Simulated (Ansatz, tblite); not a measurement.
**The cluster SeS3−: a ladder of methods and basis sets**

An exercise on one series of results from a longer session: the logs are not shown, and one member is left open.

Computed with Ansatz 0.2.0, Gaussian basis. Level: as each input shows.

Levels to be run: GFN1-xTB, GFN2-xTB, PBE-D4/def2-TZVPD, r2SCAN-D4/def2-TZVPD, r2SCAN0-D4/def2-TZVPD, HF/def2-TZVPD, BLYP-D4/def2-TZVPD, LDA/def2-TZVPD, B2PLYP/def2-TZVPD, PBE-D4/def2-SVPD, PBE0-D4/def2-SVPD, HF/STO-3G, HF/6-31G, B3LYP-D4/6-31G, CCSD(T)/def2-SVPD, MP2/def2-TZVPD, RPA/def2-TZVPD.

## The geometry

The geometry is that of the doublet, from an earlier relaxation (r2SCAN-D4/def2-SVPD). At that level it is the lowest of the isomers that a small search found.

4 atoms, charge -1, spin multiplicity 2.

Bond lengths: S1–Se4 2.130 Å, S2–S3 2.006 Å, S2–Se4 2.320 Å. Angles: S3–S2–Se4 107.3°, S1–Se4–S2 107.6°.

The ion is computed in the gas phase, without counter-ions or solvent.

PBE0-D4/def2-TZVPD was run before; its log isn't repeated, and its numbers join the tables.

The first run:

Tight binding, by tblite at 300 K electronic temperature and without a spin-polarisation term:

```python
tblite.interface.Calculator('GFN1-xTB', numbers, positions, charge=-1, uhf=1).singlepoint()
```

Tight binding, by tblite at 300 K electronic temperature and without a spin-polarisation term:

```python
tblite.interface.Calculator('GFN2-xTB', numbers, positions, charge=-1, uhf=1).singlepoint()
```

start.molden holds the orbitals of an earlier run on this state, given as this run's starting guess.

File in.yaml:

```yaml
crystal:
  periodic: [false, false, false]
  atoms:
    - {symbol: S, position_ang: [2.673753, 0.121157, -0.232052]}
    - {symbol: S, position_ang: [-0.840093, 0.815826, 0.044150]}
    - {symbol: S, position_ang: [-2.616857, -0.097413, 0.222443]}
    - {symbol: Se, position_ang: [0.783207, -0.839571, -0.034541]}
basis:
  gaussian: {orbitals: def2-TZVPD, initial_orbitals: start.molden}
total_charge: -1
magnetization: {spin_polarized: true, initial_magnetization: 1}
hamiltonian: {xc: pbe, dispersion: d4}
scf: {omitted_lower_state_checks: [starts]}
output: {orbitals: {seedname: orbitals}}
```

Started as:

```console
$ ansatz run in.yaml --threads 2 --pin off --events-out ev --progress --plain --max-ram 4352MiB
```

Among the steps run: PBE-D4/def2-TZVPD; r2SCAN-D4/def2-TZVPD; r2SCAN0-D4/def2-TZVPD; HF/def2-TZVPD; BLYP-D4/def2-TZVPD; LDA/def2-TZVPD; B2PLYP/def2-TZVPD; PBE-D4/def2-SVPD; PBE0-D4/def2-SVPD; HF/STO-3G; HF/6-31G; B3LYP-D4/6-31G; CCSD(T)/def2-SVPD; MP2/def2-TZVPD; RPA/def2-TZVPD.

One of the session's tables, all rows but one given; the rest of the session is left out.

```
                level  LUMO (eV)  gap (eV)
            HF/STO-3G      10.06      7.51
             HF/6-31G       3.50      6.78
        HF/def2-TZVPD       3.60      6.73
       LDA/def2-TZVPD      -0.02      0.36
     PBE-D4/def2-SVPD       0.12      0.46
    PBE-D4/def2-TZVPD       0.18      0.48
   BLYP-D4/def2-TZVPD       0.29      0.45
 r2SCAN-D4/def2-TZVPD       0.17      0.71
       B3LYP-D4/6-31G       0.54      1.52
    PBE0-D4/def2-SVPD          ?         ?
   PBE0-D4/def2-TZVPD       0.60      1.87
r2SCAN0-D4/def2-TZVPD       0.60      1.96
```

Q: Estimate the row for PBE0-D4/def2-SVPD from the others.

As computed: LUMO (eV): 0.51; gap (eV): 1.86. In the column «LUMO (eV)» it lies between BLYP-D4/def2-TZVPD (0.29) and B3LYP-D4/6-31G (0.54).

Limits of these values: The anion's highest level is positive in at least one run, so there the basis alone may hold the extra electron.
